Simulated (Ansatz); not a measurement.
N2H4 (hydrazine): a two-point extrapolation

The species is N2H4 (6 atoms), meant as a singlet with charge 0. SMILES: `NN`. The H4–N1 distance was set to 0.910 Å, away from the relaxed value.

```csv
atom,x (Å),y (Å),z (Å)
N,-0.0777,-0.7667,0.1441
N,0.5047,0.5188,0.0381
H,-1.0188,-0.8026,-0.2323
H,0.4387,-1.3522,-0.3227
H,0.1613,1.0397,-0.7615
H,0.2789,1.0379,0.8753
```

MP2 energies, 2 core orbitals frozen (Ansatz 0.2.0):

| basis | X | functions | Hartree–Fock (Eh) | correlation (Eh) |
| --- | --- | --- | --- | --- |
| aug-cc-pVDZ | 2 | 82 | -111.192158 | -0.368617 |
| aug-cc-pVTZ | 3 | 184 | -111.220012 | -0.446266 |

The correlation energy converges as X⁻³, the Hartree–Fock energy about exponentially.

Question: Estimate the basis-set limit from the two largest sets.

Answer: 
1. Correlation: E(∞) = (3³ E(3) − 2³ E(2))/(3³ − 2³) = (27 × (-0.446266) − 8 × (-0.368617))/19 = -0.478960 Eh.
2. Hartree–Fock: take the larger basis, -111.220012 Eh; it moved by -27.85 mEh in the last step.
3. Total: -111.220012 + (-0.478960) = -111.698972 Eh.
4. aug-cc-pVTZ holds 93.2 % of the extrapolated correlation energy, aug-cc-pVDZ 77.0 %.

This is an estimate of the method's limit, not an exact energy. Double-zeta sets lie outside the range where X⁻³ holds well, so a D–T extrapolation is rough.
